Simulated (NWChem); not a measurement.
A series in which one site is exchanged, each optimised at PBE0/def2-SVP with NWChem, gas phase unless a solvent is named. For some, no frequency run checked for a minimum. def2 effective core potentials on Y, Sb; no spin-orbit coupling.

A: F[As](F)F (AsF$_{3}$; site = As)
B: [F][Y]([F])[F] (YF3; site = Y)
C: FB(F)F (BF$_{3}$; site = B)
D: [F][Sb]([F])[F] (SbF3; site = Sb)

Question: Rank them by vertical ionisation energy, ΔSCF, PBE/def2-SVP (eV), lowest first.

Answer: D (11.65), B (11.90), A (12.05), C (14.27)
